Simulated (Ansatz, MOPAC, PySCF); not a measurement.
System: C₂H₄Cl, net charge 0, doublet state. SMILES: C[CH]Cl
Geometry from a B3LYP-D3(BJ)/def2-TZVP (Ansatz, a program for electronic structure) optimisation:
```xyz
7

C      0.0564     0.7313    -0.1308
C      1.5231     0.6764     0.0481
Cl    -0.8683    -0.7044     0.0493
H     -0.4610     1.5395    -0.6239
H      1.9378     1.6857     0.0383
H      1.7926     0.1987     0.9939
H      2.0151     0.1039    -0.7502
```
Charge 0, spin multiplicity 2.

Unscaled harmonic wavenumbers (cm⁻¹) in rising order, each level at the stationary point that it reaches from this structure (no distance between atoms moves by over 0.3 Å); the order of modes can differ between levels, and a negative number is imaginary. B3LYP-D3(BJ)/def2-TZVP (PySCF, at the structure above): 139, 297, 364, 727, 1003, 1040, 1116, 1298, 1410, 1462, 1480, 2973, 3044, 3097, 3218.

AM1 (MOPAC): 18, 370, 498, 825, 981, 1081, 1206, 1354, 1366, 1371, 1454, 3025, 3047, 3135, 3204. Zero-point energy 32.8 against 32.4 kcal/mol; where all levels lie over 400 cm⁻¹, the wavenumbers are on average 1.016 times those of B3LYP-D3(BJ)/def2-TZVP.

PM6 (MOPAC): 104, 365, 563, 765, 962, 1047, 1186, 1220, 1235, 1269, 1342, 2673, 2687, 2748, 2778. Zero-point energy 29.9 against 32.4 kcal/mol; where all levels lie over 400 cm⁻¹, the wavenumbers are on average 0.934 times those of B3LYP-D3(BJ)/def2-TZVP.

HF/3-21G (Ansatz): 184, 338, 494, 658, 1066, 1141, 1182, 1362, 1579, 1641, 1651, 3181, 3243, 3274, 3402. Zero-point energy 34.9 against 32.4 kcal/mol; where all levels lie over 400 cm⁻¹, the wavenumbers are on average 1.065 times those of B3LYP-D3(BJ)/def2-TZVP.

B3LYP/6-31G* (Ansatz): 156, 319, 390, 725, 1016, 1048, 1126, 1318, 1436, 1492, 1511, 2992, 3072, 3119, 3236. Zero-point energy 32.8 against 32.4 kcal/mol; where all levels lie over 400 cm⁻¹, the wavenumbers are on average 1.011 times those of B3LYP-D3(BJ)/def2-TZVP.
